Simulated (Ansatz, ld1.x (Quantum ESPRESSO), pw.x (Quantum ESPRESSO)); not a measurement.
## From atom to crystal: TM potential for aluminium (Al)

* Element: aluminium
* Generator: ld1.x (Quantum ESPRESSO) 7.5
* Type: norm-conserving Troullier–Martins (Kleinman–Bylander form)
* Functional: PBEsol
* Relativity: scalar-relativistic
* Frozen core: [Ne]
* Valence charge: 3
* Reference configuration: 3s1 3p0 (charge +2)
* Partial waves: 3s (bound): rc 1.80 bohr; 3p (bound, empty): rc 2.15 bohr
* Local potential: all-electron potential smoothed inside 1.40 bohr (lloc = -1)
* Core correction: a·sin(br)/r model core, default radius (core density twice the valence density)

Crystal test: diamond Al in pw.x 7.5, no spin, 8³ k-points, Fermi–Dirac smearing 0.01 Ry, cutoffs 50/200 Ry. The reference is all-electron LAPW (Ansatz 0.2.0) with the same functional, mesh and smearing; V0 and B0 come from Birch–Murnaghan fits to the pressures at five volumes. Errors are pseudo minus all-electron; Δ is the rms difference of the E(V) curves that follow from these fits, minima aligned, over ±6 % about the mean V0. Mesh and smearing are coarse, so the numbers serve the comparison and aren't converged zero-temperature values; the lattice is a test structure that the element need not adopt.

```tsv
V (Å³/atom)	P all-electron (GPa)	P pseudo (GPa)
25.621	2.26	1.51
26.295	1.06	0.35
26.969	0.01	-0.66
27.643	-0.92	-1.55
28.317	-1.74	-2.33
```

All-electron: a0 = 5.998 Å (V0 = 26.97 Å³/atom), B0 = 39.5 GPa.

Pseudopotential: mean pressure error (GPa): -0.67; a0 (Å): 5.964; a0 error (%): -0.57; B0 error (%): +3.1; Δ (meV/atom): 4.0. This is a poor potential for the solid.

**Question.** At the middle volume, how do free energy and pressure move when the wave cutoff is lowered (ecutrho kept at four times it)?

**Answer.**

```
cutoff (Ry)  shift of F (meV/atom)  shift of P (GPa)
         22                  +16.4             -0.15
         30                   +5.1             -0.11
         40                   +1.3             +0.01
```

Input at the middle volume:

```
&control
  calculation='scf', prefix='x', pseudo_dir='./', outdir='./tmp', tstress=.true., disk_io='low'
/
&system
  ibrav=0, nat=2, ntyp=1, ecutwfc=50, ecutrho=200, nbnd=10,
  occupations='smearing', smearing='fd', degauss=0.01
/
&electrons
  conv_thr=1e-09, mixing_beta=0.4, electron_maxstep=70
/
ATOMIC_SPECIES
Al 1.0 Al.UPF
CELL_PARAMETERS angstrom
  0.00000000 2.99885141 2.99885141
  2.99885141 0.00000000 2.99885141
  2.99885141 2.99885141 0.00000000
ATOMIC_POSITIONS crystal
Al 0.0000 0.0000 0.0000
Al 0.2500 0.2500 0.2500
K_POINTS automatic
8 8 8 0 0 0
```

```bash
pw.x < Al.scf.in > Al.scf.out
```

Lines of the output:

```
Message from routine setup:
     using ibrav=0 with symmetry is DISCOURAGED, use correct ibrav instead
     lattice parameter (alat)  =       8.0144  a.u.
     unit-cell volume          =     363.9917 (a.u.)^3
     number of electrons       =         6.00
     number of Kohn-Sham states=           10
     kinetic-energy cutoff     =      50.0000  Ry
     charge density cutoff     =     200.0000  Ry
     scf convergence threshold =      1.0E-09
     Exchange-correlation= PBESOL
     number of k points=    29  Fermi-Dirac smearing, width (Ry)=  0.0100
     iteration #  1     ecut=    50.00 Ry     beta= 0.40
     total energy              =      -9.98114081 Ry
     estimated scf accuracy    <       0.22598242 Ry
     iteration #  2     ecut=    50.00 Ry     beta= 0.40
     total energy              =      -9.95213511 Ry
     estimated scf accuracy    <       0.06828132 Ry
     iteration #  3     ecut=    50.00 Ry     beta= 0.40
     total energy              =      -9.95906208 Ry
     estimated scf accuracy    <       0.00163411 Ry
     iteration #  4     ecut=    50.00 Ry     beta= 0.40
     total energy              =      -9.95897048 Ry
     estimated scf accuracy    <       0.00076245 Ry
     iteration #  5     ecut=    50.00 Ry     beta= 0.40
     total energy              =      -9.95901852 Ry
     estimated scf accuracy    <       0.00005304 Ry
     iteration #  6     ecut=    50.00 Ry     beta= 0.40
     total energy              =      -9.95901981 Ry
     estimated scf accuracy    <       0.00000310 Ry
     iteration #  7     ecut=    50.00 Ry     beta= 0.40
     total energy              =      -9.95901981 Ry
     estimated scf accuracy    <       0.00000041 Ry
     iteration #  8     ecut=    50.00 Ry     beta= 0.40
     total energy              =      -9.95901985 Ry
     estimated scf accuracy    <       0.00000004 Ry
     iteration #  9     ecut=    50.00 Ry     beta= 0.40
     the Fermi energy is     2.7939 ev
!    total energy              =      -9.95901985 Ry
     estimated scf accuracy    <          9.4E-11 Ry
     smearing contrib. (-TS)   =      -0.00679764 Ry
     The total energy is F=E-TS. E is the sum of the following terms:
     one-electron contribution =       3.06301832 Ry
     hartree contribution      =       0.39089497 Ry
     xc contribution           =      -4.85114777 Ry
     ewald contribution        =      -8.55498773 Ry
     convergence has been achieved in   9 iterations
          total   stress  (Ry/bohr**3)                   (kbar)     P=       -6.62
```

The run at the middle volume (29 k-points, 9 iterations) took about 8.9 s on one core of a shared host (Neoverse-V1, 32 threads, 247 GiB, load 28).
